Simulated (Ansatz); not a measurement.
Write a Python script for Ansatz 0.2.0, Python API that makes a saddle search for pyramidal inversion of BH5O, SMILES [BH3-][OH2+]. Use (for the species named): MP2, cc-pVDZ basis, multiplicity 1.

```yaml
atoms:
  - { symbol: B, position_ang: [-0.2160, -0.4830, -0.2270] }
  - { symbol: O, position_ang: [0.3121, 0.5072, 0.7304] }
  - { symbol: H, position_ang: [0.2098, -1.5075, -0.1186] }
  - { symbol: H, position_ang: [-1.3619, -0.5335, -0.0471] }
  - { symbol: H, position_ang: [-0.0842, -0.0643, -1.3748] }
  - { symbol: H, position_ang: [-0.0923, 1.4040, 0.5178] }
  - { symbol: H, position_ang: [1.2938, 0.6091, 0.4735] }
```

The script, `bh5o_ts.py`:
```python
# -*- coding: utf-8 -*-
"""Saddle point for pyramidal inversion in BH5O."""

import warnings

import ansatz as az
import numpy as np

warnings.simplefilter("ignore", az.DeckWarning)

mol = (
    az.Crystal.molecule()
    .atom("B", (-0.216, -0.483, -0.227))
    .atom("O", (0.3121, 0.5072, 0.7304))
    .atom("H", (0.2098, -1.5075, -0.1186))
    .atom("H", (-1.3619, -0.5335, -0.0471))
    .atom("H", (-0.0842, -0.0643, -1.3748))
    .atom("H", (-0.0923, 1.404, 0.5178))
    .atom("H", (1.2938, 0.6091, 0.4735))
)

base = (
    mol.calculation()
    .basis(gaussian="cc-pVDZ")
    .correlation("mp2")
)
symbols = [site.symbol for site in mol.cartesian_sites]
start = np.array([site.position_ang for site in mol.cartesian_sites], dtype=float)
summary = base.relax(force_tolerance=0.005, max_steps=100).run().report
end = np.array(summary["positions_ang"])

# start with the apex atom pushed most of the way into the plane of its neighbours
a, b, d = end[[0, 5, 6]]
normal = np.cross(b - a, d - a)
normal /= np.linalg.norm(normal)
flat = end.copy()
flat[1] -= 0.8 * ((end[1] - a) @ normal) * normal
guess = np.zeros_like(flat)
guess[1] = normal
near = az.Crystal.molecule()
for symbol, place in zip(symbols, flat):
    near = near.atom(symbol, place.tolist())
search = near.calculation()
search = search.basis(gaussian="cc-pVDZ").correlation("mp2")
search = search.saddle(mode_guess=guess.tolist(), force_tolerance=0.01, max_steps=40)
steps = []
top = search.session().plan().execute(on_event=lambda e: steps.append(e["data"]) if e["event"] == "saddle_step" else None).report
for s in steps:
    print(f"step {s['step']:2d}  E = {s['lagrangian_ev']:.5f} eV  force {s['allowed_force_max_ev_ang']:.4f} eV/A  curvature {s['curvature_ev_ang2']:.3f} eV/A^2")
print(f"minimum {summary['free_energy_ev']:.5f} eV, saddle {top['free_energy_ev']:.5f} eV")
print(f"electronic barrier {96.485332 * (top['free_energy_ev'] - summary['free_energy_ev']):.2f} kJ/mol")
saddle = np.array(top["positions_ang"])
print("final positions (A) and the move of each atom")
for symbol, xyz, old in zip(symbols, saddle, end):
    print(f"{symbol:2s} {xyz[0]:10.5f} {xyz[1]:10.5f} {xyz[2]:10.5f}   {np.linalg.norm(xyz - old):7.4f}")
```

`python bh5o_ts.py` gives:
```text
step  1  E = -2794.80011 eV  force 6.7911 eV/A  curvature -26.765 eV/A^2
step  2  E = -2795.56626 eV  force 1.2151 eV/A  curvature -6.672 eV/A^2
step  3  E = -2795.59505 eV  force 0.5536 eV/A  curvature -2.550 eV/A^2
step  4  E = -2795.60229 eV  force 0.2283 eV/A  curvature -3.746 eV/A^2
step  5  E = -2795.60325 eV  force 0.1092 eV/A  curvature -4.118 eV/A^2
step  6  E = -2795.60390 eV  force 0.0303 eV/A  curvature -4.247 eV/A^2
step  7  E = -2795.60397 eV  force 0.0205 eV/A  curvature -4.147 eV/A^2
step  8  E = -2795.60399 eV  force 0.0042 eV/A  curvature -4.215 eV/A^2
step  9  E = -2795.60400 eV  force 0.0001 eV/A  curvature -4.199 eV/A^2
minimum -2795.79999 eV, saddle -2795.60400 eV
electronic barrier 18.91 kJ/mol
final positions (A) and the move of each atom
B    -0.33318   -0.57703   -0.45879    0.1085
O     0.43900    0.71338    0.40751    0.3933
H     0.32277   -1.52554   -0.07533    0.0525
H    -1.46223   -0.49641   -0.01635    0.0518
H    -0.19113   -0.26386   -1.62336    0.3031
H    -0.01028    1.50357    0.72556    0.1782
H     1.36355    0.71430    0.67701    0.1780
```

Notes:
- Total energies depend on the basis set; only differences at equal settings carry meaning.
- The energies are electronic: no zero-point or thermal terms, and the basis set is short of its limit. No separate frequency run checks the order of the saddle point.
- The script silences the warnings on its input, which a real study should read.
- Finished in 33 s on 1 thread of Arm Neoverse V1, with other jobs on the host, peak memory 0.18 GiB.

(A comment or docstring line of the script was reworded after the run, the code is as it ran; lines on the test bed's own set-up are left out of the output.)
